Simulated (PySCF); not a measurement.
`N/C(F)=C\C=O`, C3H4FNO

Cartesian coordinates in Å; atom numbers follow the order of the lines, from 1:
```xyz
10

N    -1.347   -0.605    0.197
C    -0.696    0.554    0.287
F    -1.450    1.560    0.720
C     0.615    0.763   -0.027
C     1.418   -0.339   -0.461
O     1.025   -1.503   -0.594
H    -0.770   -1.399   -0.091
H    -2.292   -0.691    0.535
H     1.030    1.757    0.065
H     2.473   -0.102   -0.687
```

The calculation used UKS CAM-B3LYP/6-31G* four-point reorganisation energy, gas phase (PySCF). Geometry: CAM-B3LYP/6-31G*.

Problem. What is the inner reorganisation energy for hole transfer, with the ionisation energy?

Solution. λ = 0.249 (surface of the oxidised species) + 0.271 (surface of the starting species) = 0.520 eV. The ionisation energy is 8.70 eV vertical and 8.46 eV adiabatic without zero-point energy; at the relaxed geometry of the oxidised species the two energies differ by 8.18 eV. Largest bond changes: C2–C4 1.365 → 1.437 Å, N1–C2 1.332 → 1.294 Å, C2–F3 1.329 → 1.294 Å, C4–C5 1.431 → 1.466 Å, C5–O6 1.235 → 1.223 Å. ⟨S²⟩ of the relaxed oxidised species 0.774.
